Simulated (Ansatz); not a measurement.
Black phosphorus was calculated with PBE-D4 (PAW; Ansatz, a quantum-chemistry and plane-wave program).

Run with plane-wave cutoff 520 eV, 12×12×8 k mesh (along the axes of the cell as run), Fermi–Dirac smearing 0.01 eV, scalar-relativistic PAW data made under PBE.

Starting structure:

```
CELL_PARAMETERS angstrom
      1.65500    -5.24000     0.00000
      1.65500     5.24000     0.00000
      0.00000     0.00000     4.38000
ATOMIC_POSITIONS crystal
  P  0.10170 0.89830 0.91940
  P  0.39830 0.60170 0.41940
  P  0.60170 0.39830 0.58060
  P  0.89830 0.10170 0.08060
```

**Question.** Into what structure does the relaxation of cell and atoms lead at this level, with the symmetry of the start kept?

**Answer.** The volume falls by 6.7 %; final space group Cmce.
```
CELL_PARAMETERS angstrom
      1.66078    -5.10736     0.00000
      1.66078     5.10736     0.00000
      0.00000     0.00000     4.17621
ATOMIC_POSITIONS crystal
  P  0.10617 0.89383 0.92766
  P  0.39383 0.60617 0.42766
  P  0.60617 0.39383 0.57234
  P  0.89383 0.10617 0.07234
```

Note: the solid has no gap at this level, which affects its response.
